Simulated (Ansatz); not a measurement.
# CoCl2: the relaxed shape and its frontier levels

What does CoCl2 look like as a quartet, and where do its frontier electrons sit?

Computed with Ansatz 0.2.0, Gaussian basis. Level: UKS PBE0-D4/def2-TZVP.

Plan: relaxation at PBE0-D4/def2-TZVP; a single point at PBE0-D4/def2-TZVP.

## (1) Starting geometry

3 atoms, charge 0, spin multiplicity 4.

Atoms are counted from 1 here; the program's logs count them from 0.

Bond lengths: Co1–Cl2 1.947 Å, Co1–Cl3 1.948 Å. Angles: Cl2–Co1–Cl3 180.0°.

Geometry (Å):

```xyz
3
Cl2Co
Co    0.0002    0.0001    0.0002
Cl   -0.0150   -0.0187    1.9472
Cl    0.0148    0.0186   -1.9474
```

Formally the metal is d7. No spin-orbit coupling is included.

The start is a GFN2-xTB geometry.

## (2) Optimising with PBE0-D4/def2-TZVP

in.yaml reads:

```yaml
crystal:
  periodic: [false, false, false]
  atoms:
    - {symbol: Co, position_ang: [0.000170, 0.000100, 0.000230]}
    - {symbol: Cl, position_ang: [-0.014970, -0.018740, 1.947170]}
    - {symbol: Cl, position_ang: [0.014790, 0.018640, -1.947410]}
basis:
  gaussian: {orbitals: def2-TZVP}
magnetization: {spin_polarized: true, initial_magnetization: 3}
hamiltonian: {xc: pbe0, dispersion: d4}
scf: {lower_state_search: "off"}
output: {orbitals: {seedname: orbitals}}
relax: {f_tol: 0.02, max_steps: 100}
```

The run is started by

```
ansatz run in.yaml --threads 2 --pin off --events-out ev --progress --plain --max-ram 4352MiB
```

After this run come: Single point, PBE0-D4/def2-TZVP.

Before running them: what should the planned runs give, taken together? Wanted: point group; near neighbours of the metal; HOMO, LUMO at PBE0-D4/def2-TZVP; ⟨S²⟩; charge on the metal; spin on the metal; dipole at PBE0-D4/def2-TZVP.

**Answer**, as computed:

```
                                         quantity               value
                                      point group                 D∞h
                     near neighbours of the metal  Cl 2.09, Cl 2.09 Å
HOMO, LUMO at PBE0-D4/def2-TZVP (over both spins)     -8.93, -3.96 eV
                                             ⟨S²⟩               3.761
charge on the metal (Mulliken, PBE0-D4/def2-TZVP)             +0.70 e
                     spin on the metal (Mulliken)                2.72
                      dipole at PBE0-D4/def2-TZVP              0.00 D
```

In words: The molecule keeps its bonding pattern by the stored test; the atoms moved 0.12 Å (rms). Of 3 unpaired electrons, 2.72 sit on the metal by Mulliken's count: the rest is spread on the ligands. The Mulliken charge of the metal, +0.70 e, depends on the basis and isn't its oxidation state. No usable vibrations, so a minimum isn't proven. The alpha HOMO lies nearest to Cl2, Cl3 about 45 % each; Co1 10 % and the alpha LUMO to Co1 57 %; Cl2, Cl3 about 21 % each (shares on a coarse grid); over both spins the HOMO and the LUMO of beta spin, not drawn, take the frontier's place. Whether this spin is the lowest isn't tested here.
